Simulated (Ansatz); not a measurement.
A run of Ansatz (development build ahead of 0.2.0) on singlet CH₄O at this shape:

```yaml
atoms:
  - { symbol: C, position_ang: [-0.0174, 0.0168, -0.6425] }
  - { symbol: O, position_ang: [-0.0400, -0.0384, 0.7607] }
  - { symbol: H, position_ang: [-0.0123, -1.0215, -1.0222] }
  - { symbol: H, position_ang: [-0.8763, 0.4428, -1.0348] }
  - { symbol: H, position_ang: [0.9009, 0.4674, -1.1247] }
  - { symbol: H, position_ang: [-0.0135, 0.8745, 1.1048] }
```

Its results:

```json
{
 "Converged": "yes",
 "Reference energy": "-114.98083 hartree",
 "Correlation energy": "-0.21534 hartree",
 "Total energy": "-115.19617 hartree",
 "Spin squared of the determinant": "0.000"
}
```

(1) Which input gives this output? Name the method, the orbitals and the basis set, and write the input.

Results:

(1) RHF-MP2 in 6-31G. An unrestricted run that stays on the closed shell gives the same numbers.

```yaml
crystal:
  periodic: [false, false, false]
  atoms:
    - { symbol: C, position_ang: [-0.01742, 0.01678, -0.64254] }
    - { symbol: O, position_ang: [-0.03997, -0.03844, 0.76071] }
    - { symbol: H, position_ang: [-0.01227, -1.0215, -1.02219] }
    - { symbol: H, position_ang: [-0.87633, 0.4428, -1.03479] }
    - { symbol: H, position_ang: [0.90094, 0.46738, -1.12474] }
    - { symbol: H, position_ang: [-0.01352, 0.87448, 1.10483] }
basis:
  gaussian: { orbitals: "6-31G" }
hamiltonian:
  xc: hf
correlation:
  method: mp2
  frozen_orbitals: { C: 1, H: 0, O: 1 }
```
